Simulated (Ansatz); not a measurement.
**CH₂ (singlet): from Hartree-Fock to the top rungs, cc-pVTZ**

The task here is to estimate one member of a computed series from the others.

Method: cc-pVTZ, core rule «outside noble gas», up to 1 orbitals frozen; program: Ansatz 0.2.0, Gaussian basis.

Plan: UHF; CCSD(T) on RHF; CCSD(T) on UHF; BCCD(T) on RHF; CISD; CCSDT(Q) on RHF; CCSDT(Q) on UHF; CASSCF and MRCISD+Q, 6 electrons in 6 orbitals; CASSCF and NEVPT2, 6 electrons in 6 orbitals.

14 further runs of the same task are left out: 1 for a mislabelled method, 3 that didn't finish, 10 set aside as unsound or not needed.

## The geometry

The geometry is a PBE0/def2-TZVP stationary point (not a proven minimum).

3 atoms, charge 0, spin multiplicity 1.

Atoms are counted from 1 here; the program's logs count them from 0.

Bond lengths: C1–H2 1.113 Å, C1–H3 1.113 Å. Angles: H2–C1–H3 101.6°.

The first run:

The input, in.yaml:

```yaml
crystal:
  periodic: [false, false, false]
  atoms:
    - {symbol: C, position_ang: [0.000000, -0.101062, 0.000000]}
    - {symbol: H, position_ang: [0.000000, 0.602132, -0.862093]}
    - {symbol: H, position_ang: [0.000000, 0.602132, 0.862093]}
basis:
  gaussian: {orbitals: cc-pVTZ}
magnetization: {spin_polarized: true, initial_magnetization: 0}
hamiltonian: {xc: hf}
output: {orbitals: {seedname: orbitals}}
```

Started as:

```
$ ansatz run in.yaml --threads 1 --pin off --events-out ev --progress --plain --max-ram 2393MiB
```

Steps of the session up to this table: UHF; CCSD(T) on RHF; CCSD(T) on UHF; BCCD(T) on RHF; CISD; CCSDT(Q) on RHF; CCSDT(Q) on UHF; CASSCF and MRCISD+Q, 6 electrons in 6 orbitals; CASSCF and NEVPT2, 6 electrons in 6 orbitals.

One table of the session follows, with a row left open; its other results are not shown here.

| method | from RCCSDT(Q) (kJ/mol) |
| --- | --- |
| RHF | +446.9 |
| UHF | +398.9 |
| RMP2 | +82.6 |
| UMP2 | ? |
| CISD | +32.0 |
| RCCSD | +15.3 |
| UCCSD | +12.9 |
| RCCSD(T) | +2.6 |
| UCCSD(T) | +2.8 |
| BCCD(T) | +2.6 |
| RCCSDT | +0.5 |
| UCCSDT | +0.7 |
| RCCSDT(Q) | 0 |
| UCCSDT(Q) | +0.2 |
| CASSCF valence | +284.2 |
| NEVPT2 valence | +66.7 |
| MRCISD valence | +12.0 |
| MRCISD+Q valence | +1.4 |

Q: Estimate the row for UMP2 from the others.

**Answer.** from RCCSDT(Q) (kJ/mol): +72.2. In the column «from RCCSDT(Q) (kJ/mol)» it lies between NEVPT2 valence (+66.7) and RMP2 (+82.6).

With the free atoms at the same levels and basis (separate runs), the atomisation energy is 7.660 eV at RCCSDT(Q), 7.646 eV at RCCSD(T), 7.645 eV at UCCSD(T), 5.469 eV at RHF.

To keep in mind: The determinant is far from a pure spin state, so its energy mixes those of several spin states (harmless only where they are near-degenerate, as at dissociation). Restricted and unrestricted rows rest on different reference determinants; where their highest levels disagree by more than a few hundredths of an eV, they describe different states and don't form one ladder.
